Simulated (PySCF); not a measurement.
hydrogen isocyanide cation (CHN), SMILES [C-]#[NH+] (connectivity only; charge and spin as stated), charge +1, multiplicity 2.

Geometry optimised at B3LYP-D3(BJ)/def2-TZVPD. The spin state was assumed, not searched.

All values below come from SMD-PBE0/6-31G* in PySCF.

Solvation free energies are E(SMD) − E(gas) at the gas-phase geometry, for 1 M in both phases.

Problem. Rank water, chlorobenzene, n-hexane by solvation free energy, most negative first.

Solution. water (-72.4 kcal/mol), chlorobenzene (-63.9 kcal/mol), n-hexane (-35.8 kcal/mol)
